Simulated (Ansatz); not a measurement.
# C3H4F2 (SMILES FC=CCF): levels of theory compared

We compute a comparison of 6 runs (HF/STO-3G, CAM-B3LYP/6-31G*, HSE06/6-31G*, wB97M-V/6-31G*, wB97X/6-31G*, RPA@PBE/6-31G*) of C3H4F2. 

Program for the calculation: Ansatz 0.2.0.

47 further runs of the same task are left out: 47 set aside as unsound or not needed.

### 1 The structure to begin with

C3H4F2: 9 atoms, total charge 0, spin state singlet. As SMILES, `FC=CCF`. The F1–C2 distance was set to 2.405 Å, away from the relaxed value. At this shape a bond of the SMILES string is far longer than usual.

Bond lengths: C2–C3 1.320 Å, C3–C4 1.485 Å, C4–F5 1.387 Å, C2–H6 1.084 Å, C3–H7 1.084 Å, C4–H8 1.095 Å, C4–H9 1.091 Å. Angles: C2–C3–C4 124.9°, C3–C4–F5 109.9°, C2–C3–H7 117.2°, C4–C3–H7 117.9°, C3–C2–H6 125.2°, C3–C4–H8 111.0°, C3–C4–H9 111.5°, F5–C4–H8 107.0°, F5–C4–H9 108.2°, H8–C4–H9 109.1°.

### 2 The energy at HF/STO-3G (run 1)

File in.yaml:

```yaml
crystal:
  periodic: [false, false, false]
  atoms:
    - {symbol: F, position_ang: [-2.582881, 1.320185, -0.456527]}
    - {symbol: C, position_ang: [-0.756800, -0.083800, -1.148800]}
    - {symbol: C, position_ang: [0.269900, -0.355400, -0.364300]}
    - {symbol: C, position_ang: [0.439500, 0.155200, 1.019400]}
    - {symbol: F, position_ang: [1.656600, 0.811400, 1.133700]}
    - {symbol: H, position_ang: [-0.888900, -0.458700, -2.156900]}
    - {symbol: H, position_ang: [1.042400, -1.001300, -0.765600]}
    - {symbol: H, position_ang: [0.449800, -0.666700, 1.742700]}
    - {symbol: H, position_ang: [-0.352600, 0.856800, 1.286900]}
basis:
  gaussian: {orbitals: STO-3G}
hamiltonian: {xc: hf}
accuracy: high
output: {orbitals: {seedname: orbitals}}
```

The run is started by

```bash
$ ansatz run in.yaml --threads 1 --pin off --max-ram 3480MiB --events-out events.jsonl --progress --plain --runs-dir runs
```

Log:

```text
Warning: RAYON_NUM_THREADS=1 ignored (pool sized by the plan → 1); use --threads N
Functional definition: HF
  name "HF"
  exchange = exact_x
  correlation = 0
566 factors; integrals over basis functions are off by at most 4.2e-8 eV
mean field evaluation 1: about -8432.5429 eV, gradient 3.0e1 eV
mean field evaluation 2: about -8432.6997 eV, gradient 3.0e1 eV
mean field evaluation 4: about -8440.4368 eV, gradient 1.5e1 eV
mean field evaluation 8: about -8442.3266 eV, gradient 3.7e-1 eV
mean field evaluation 16: about -8442.3156 eV, gradient 2.9e-8 eV
mean field -8442.31556477 eV, -310.2493745984 hartree, gradient 2.9e-8 eV, S^2 0.000000; 0 other end points of the search recorded, 0 dependent functions left out
reference -8442.31556477 eV, -310.2493745984 hartree; 20, 20 occupied and 9, 9 virtual orbitals, 566 factors
Total energy: -8442.31556477 eV, -310.2493745984 hartree
```

Run time: 0.24 s. Hardware: 1 thread of Arm Neoverse V2, shared host.

### 3 The energy at CAM-B3LYP/6-31G(d) (spherical functions) (run 2)

File in.yaml:

```yaml
crystal:
  periodic: [false, false, false]
  atoms:
    - symbol: F
      position_ang: [-2.582881, 1.320185, -0.456527]
    - symbol: C
      position_ang: [-0.756800, -0.083800, -1.148800]
    - symbol: C
      position_ang: [0.269900, -0.355400, -0.364300]
    - symbol: C
      position_ang: [0.439500, 0.155200, 1.019400]
    - symbol: F
      position_ang: [1.656600, 0.811400, 1.133700]
    - symbol: H
      position_ang: [-0.888900, -0.458700, -2.156900]
    - symbol: H
      position_ang: [1.042400, -1.001300, -0.765600]
    - symbol: H
      position_ang: [0.449800, -0.666700, 1.742700]
    - symbol: H
      position_ang: [-0.352600, 0.856800, 1.286900]
basis:
  gaussian: {orbitals: 6-31G_st_-spherical.json}
accuracy: high
output: {orbitals: {seedname: orbitals}}
hamiltonian: {xc: {name: CAM-B3LYP}}
```

The basis set 6-31G* is read from a file made from the Basis Set Exchange's data (not shown).

The run is started by

```bash
$ ansatz run in.yaml --threads 1 --pin off --max-ram 3480MiB --events-out events.jsonl --progress --plain --runs-dir runs
```

Log (excerpt; [...] marks lines left out):

```text
Warning: RAYON_NUM_THREADS=1 ignored (pool sized by the plan → 1); use --threads N
Functional definition: CAM-B3LYP
  name "CAM-B3LYP"
[...]
1794 factors; integrals over basis functions are off by at most 4.0e-9 eV
384 factors; integrals over basis functions are off by at most 2.1e-9 eV
[...]
mean field -8600.36038841 eV, -316.0574147403 hartree, gradient 8.9e-8 eV, S^2 0.000000; 0 other end points of the search recorded, 0 dependent functions left out
reference -8600.36040277 eV, -316.0574152683 hartree; 20, 20 occupied and 58, 58 virtual orbitals, 1794 factors
Total energy: -8600.36040277 eV, -316.0574152683 hartree
```

It took 7.8 s on 1 thread of Arm Neoverse V2, shared host; peak memory 0.26 GiB.

Runs 3 to 5 aren't shown in full; the table further down has their settings and results.

### 4 The energy at RPA@PBE/6-31G(d) (spherical functions) (run 6)

File run.yaml:

```yaml
basis:
  gaussian:
    orbitals: 6-31G_st_-spherical.json
crystal:
  periodic: [false, false, false]
  atoms:
    - symbol: F
      position_ang: [-2.582881, 1.320185, -0.456527]
    - symbol: C
      position_ang: [-0.756800, -0.083800, -1.148800]
    - symbol: C
      position_ang: [0.269900, -0.355400, -0.364300]
    - symbol: C
      position_ang: [0.439500, 0.155200, 1.019400]
    - symbol: F
      position_ang: [1.656600, 0.811400, 1.133700]
    - symbol: H
      position_ang: [-0.888900, -0.458700, -2.156900]
    - symbol: H
      position_ang: [1.042400, -1.001300, -0.765600]
    - symbol: H
      position_ang: [0.449800, -0.666700, 1.742700]
    - symbol: H
      position_ang: [-0.352600, 0.856800, 1.286900]
accuracy: high
correlation:
  method: rpa
  frozen_orbitals: {C: 1, F: 1, H: 0}
hamiltonian:
  xc: {name: PBE}
```

The basis set 6-31G* is read from a file made from the Basis Set Exchange's data (not shown).

The run is started by

```bash
$ ansatz run run.yaml --threads 1 --pin off --max-ram 3480MiB --events-out events.jsonl --progress --plain --runs-dir runs
```

Log (excerpt; [...] marks lines left out):

```text
Warning: RAYON_NUM_THREADS=1 ignored (pool sized by the plan → 1); use --threads N
Functional definition: PBE
  name "PBE"
[...]
1794 factors; integrals over basis functions are off by at most 4.0e-9 eV
[...]
mean field -8594.76654115 eV, -315.8518446454 hartree, gradient 5.8e-8 eV, S^2 0.000000; 2 other end points of the search recorded, 0 dependent functions left out; unrestricted orbitals would lower it
unrestricted determinant -8561.76049642 eV, -314.6388948738 hartree, S^2 1.1459
5 core orbitals not correlated: weight in the atoms' cores, before any rotation towards them, 1.000 or more for the frozen orbitals, at most 0.000 for the correlated occupied ones
reference -8557.86504059 eV, -314.4957395125 hartree; 15, 15 occupied and 58, 58 virtual orbitals, 1794 factors
Total energy: -8589.81224300 eV, -315.6697775464 hartree
```

Wall time 15 s (1 thread of Arm Neoverse V2, shared host); peak memory 0.31 GiB.

### 5 The series

| run | level | frozen core orbitals | energy (Eh) | HOMO energy (eV) | LUMO energy (eV) | HOMO–LUMO gap (eV) | wall time |
| --- | --- | --- | --- | --- | --- | --- | --- |
| 1 | HF/STO-3G | – | -310.249375 | -7.09 | 2.66 | 9.75 | 0.24 s |
| 2 | CAM-B3LYP/6-31G* (spherical functions) | – | -316.057415 | -9.81 | -3.14 | 6.67 | 7.8 s |
| 3 | HSE06/6-31G* (spherical functions) | – | -315.833225 | -8.00 | -4.73 | 3.27 | 6.9 s |
| 4 | wB97M-V/6-31G* (spherical functions) | – | -316.067669 | -10.82 | -2.08 | 8.74 | 70 s |
| 5 | wB97X/6-31G* (spherical functions) | – | -316.098296 | -10.80 | -2.11 | 8.69 | 25 s |
| 6 | RPA@PBE/6-31G* (spherical functions) | 5 | -315.669778 | – | – | – | 15 s |

### 6 Summary of results

```
                               quantity          value
                    run 6: total energy  -315.66978 Eh
run 6: RPA correlation energy (valence)    -1174.0 mEh
```

Over runs 1, 2, 3, 4, 5 the HOMO–LUMO gap runs from 3.27 eV (HSE06/6-31G*) to 9.75 eV (HF/STO-3G). The two ends differ in method and basis. Totals of different functionals can't be ranked against each other. In run 6 the log says that unrestricted orbitals would lower the reference, so the values rest on an unstable closed-shell determinant (other closed-shell runs at this shape may share the fault). In run 1 the basis is minimal, so the values are rough. In runs 1, 2, 3, 4, 5, 6 a closed-shell determinant meets a far-stretched bond, which it describes badly. All runs together took 2.1 min, the longest 70 s.
